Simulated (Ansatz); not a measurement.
# BFH5Si: the cost of one run

Program: Ansatz 0.2.0. Level of theory: UKS B3LYP/cc-pVDZ. These are calculated values, not measurements.

## 1. The structure to begin with

Bond lengths: F1–B2 1.646 Å, B2–Si3 2.058 Å, B2–H4 1.164 Å, B2–H5 1.164 Å, Si3–H6 1.457 Å, Si3–H7 1.484 Å, Si3–H8 1.457 Å. Angles: F1–B2–Si3 69.6°, F1–B2–H4 110.0°, F1–B2–H5 109.7°, Si3–B2–H4 114.0°, Si3–B2–H5 114.2°, H4–B2–H5 125.4°, B2–Si3–H6 107.9°, B2–Si3–H7 107.8°, B2–Si3–H8 109.5°, H6–Si3–H7 108.7°, H6–Si3–H8 114.5°, H7–Si3–H8 108.3°.

Coordinates:

```xyz
8

F    -1.1545   -0.7995    0.6384
B    -0.6901   -0.3367   -0.8714
Si    0.6502    0.3466    0.5334
H    -0.3146   -1.2591   -1.4733
H    -1.4175    0.4782   -1.2724
H    -0.0457    1.2963    1.3915
H     1.7362    1.0605   -0.1839
H     1.2359   -0.7863    1.2377
```

## 2. Run 1

150 steps of 0.5 fs at constant energy, with velocities drawn for 100 K.

Contents of input.yaml:

```yaml
crystal:
  periodic: [false, false, false]
  atoms:
    - { symbol: F, position_ang: [-1.1545, -0.7995, 0.6384] }
    - { symbol: B, position_ang: [-0.6901, -0.3367, -0.8714] }
    - { symbol: Si, position_ang: [0.6502, 0.3466, 0.5334] }
    - { symbol: H, position_ang: [-0.3146, -1.2591, -1.4733] }
    - { symbol: H, position_ang: [-1.4175, 0.4782, -1.2724] }
    - { symbol: H, position_ang: [-0.0457, 1.2963, 1.3915] }
    - { symbol: H, position_ang: [1.7362, 1.0605, -0.1839] }
    - { symbol: H, position_ang: [1.2359, -0.7863, 1.2377] }
magnetization:
  spin_polarized: true
  initial_magnetization: 1
basis:
  gaussian: { orbitals: cc-pVDZ }
hamiltonian:
  xc: b3lyp
md:
  timestep: 0.5
  n_steps: 150
  ensemble: nve
  temperature: 100.0
  initial_velocities: maxwell_boltzmann
  seed: 359624
```

Started as:

```sh
$ ansatz run input.yaml --threads 2 --pin off --max-ram 3072MiB --backend cpu --events-out ev --progress --plain --runs-dir out
```

**Question.** How long does this run take on 2 threads of Arm Neoverse N1, shared host, and how much memory does it need?

About 7.9 min, with a peak of 0.16 GiB.
